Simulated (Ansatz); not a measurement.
# r2SCAN0/STO-3G run of BH2SCl (SMILES SBCl)

What is the energy change on altering one bond length of BH2SCl at r2SCAN0/STO-3G? 

The results are computed with Ansatz 0.2.0.

61 further runs of the same task are left out: 1 that didn't finish, 60 set aside as unsound or not needed.

**1. The system as given**

BH2SCl has 5 atoms, charge 0, and is taken as a singlet. SMILES: `SBCl`. The shape is that of a PBE0-D4/def2-TZVP optimisation. This is one conformer, not always the lowest.

Bond lengths: S1–B2 1.779 Å, B2–Cl3 1.745 Å, S1–H4 1.343 Å, B2–H5 1.189 Å. Angles: S1–B2–Cl3 118.6°, S1–B2–H5 122.1°, Cl3–B2–H5 119.3°, B2–S1–H4 96.0°.

**2. A single-point energy at r2SCAN0/STO-3G**

Contents of molecule.yaml:

```yaml
crystal:
  periodic: [false, false, false]
  atoms:
    - {symbol: S, position_ang: [-1.294500, -0.008800, -0.323500]}
    - {symbol: B, position_ang: [0.402900, -0.217800, 0.164700]}
    - {symbol: Cl, position_ang: [0.888700, -1.738900, 0.868900]}
    - {symbol: H, position_ang: [-1.157600, 1.248200, -0.777100]}
    - {symbol: H, position_ang: [1.210400, 0.643400, 0.025700]}
basis:
  gaussian:
    orbitals: STO-3G
total_charge: 0
hamiltonian:
  xc: {name: r2SCAN0}
accuracy: high
```

On the command line:

```bash
$ ansatz run molecule.yaml --threads 1 --pin off --max-ram 2610MiB --events-out events.jsonl --progress --plain --runs-dir runs
```

What it wrote:

```text
Warning: RAYON_NUM_THREADS=1 ignored (pool sized by the plan → 1); use --threads N
Functional definition: r2SCAN0
  name "r2SCAN0"
  parameter a = 0.25
  parameter k0 = 0.174
  parameter k1 = 0.065
  parameter a1 = 4.9479
  exchange = (1 - a)*r2scan_x(k0 = k0, k1 = k1, a1 = a1) + a*exact_x
  correlation = r2scan_c
450 factors; integrals over basis functions are off by at most 2.0e-8 eV
mean field evaluation 1: about -23802.6812 eV, gradient 1.4e1 eV
mean field evaluation 2: about -23802.8195 eV, gradient 1.4e1 eV
mean field evaluation 4: about -23803.4757 eV, gradient 3.6e-1 eV
mean field evaluation 8: about -23803.4527 eV, gradient 3.3e-3 eV
mean field evaluation 16: about -23803.4527 eV, gradient 1.8e-8 eV
mean field -23803.45268712 eV, -874.7607516920 hartree, gradient 1.8e-8 eV, S^2 0.000000; 0 other end points of the search recorded, 0 dependent functions left out
reference -23803.45268738 eV, -874.7607517016 hartree; 20, 20 occupied and 5, 5 virtual orbitals, 450 factors
Total energy: -23803.45268738 eV, -874.7607517016 hartree
```

It took 3.3 s on 1 thread of Arm Neoverse V1, shared host; peak memory 0.15 GiB.

**3. The distorted shape**

Contents of input.yaml:

```yaml
crystal:
  periodic: [false, false, false]
  atoms:
    - {symbol: S, position_ang: [-1.328728, -0.323082, -0.210089]}
    - {symbol: B, position_ang: [0.368672, -0.532082, 0.278111]}
    - {symbol: Cl, position_ang: [0.854472, -2.053182, 0.982311]}
    - {symbol: H, position_ang: [-1.157600, 1.248200, -0.777100]}
    - {symbol: H, position_ang: [1.176172, 0.329118, 0.139111]}
basis:
  gaussian:
    orbitals: STO-3G
hamiltonian:
  xc: {name: r2SCAN0}
accuracy: high
```

On the command line:

```bash
$ ansatz run input.yaml --threads 1 --pin off --max-ram 2610MiB --events-out events.jsonl --progress --plain --runs-dir runs
```

What it wrote:

```text
Warning: RAYON_NUM_THREADS=1 ignored (pool sized by the plan → 1); use --threads N
Functional definition: r2SCAN0
  name "r2SCAN0"
  parameter a = 0.25
  parameter k0 = 0.174
  parameter k1 = 0.065
  parameter a1 = 4.9479
  exchange = (1 - a)*r2scan_x(k0 = k0, k1 = k1, a1 = a1) + a*exact_x
  correlation = r2scan_c
449 factors; integrals over basis functions are off by at most 7.2e-9 eV
mean field evaluation 1: about -23801.6075 eV, gradient 1.3e1 eV
mean field evaluation 2: about -23801.7429 eV, gradient 1.3e1 eV
mean field evaluation 4: about -23802.3544 eV, gradient 5.0e-1 eV
mean field evaluation 8: about -23802.3180 eV, gradient 3.8e-3 eV
mean field evaluation 16: about -23802.3180 eV, gradient 1.5e-8 eV
mean field -23802.31803356 eV, -874.7190539427 hartree, gradient 1.5e-8 eV, S^2 0.000000; 0 other end points of the search recorded, 0 dependent functions left out
reference -23802.31803383 eV, -874.7190539526 hartree; 20, 20 occupied and 5, 5 virtual orbitals, 449 factors
Total energy: -23802.31803383 eV, -874.7190539526 hartree
```

Wall time 3.6 s (1 thread of Arm Neoverse V1, shared host); peak memory 0.15 GiB.

**4. Summary of results**

Level: r2SCAN0/STO-3G.

```
                                                         quantity          value
                                        first shape: total energy  -874.76075 Eh
                                    distorted shape: total energy  -874.71905 Eh
energy change with the S1–H4 bond stretched from 1.343 to 1.679 Å       1.135 eV
```

In words: With the S1–H4 bond stretched from 1.343 to 1.679 Å the energy rises by 1.13 eV (26 kcal/mol). The first shape isn't relaxed at this level, so the change isn't measured from a minimum. The minimal basis adds a large error of its own.
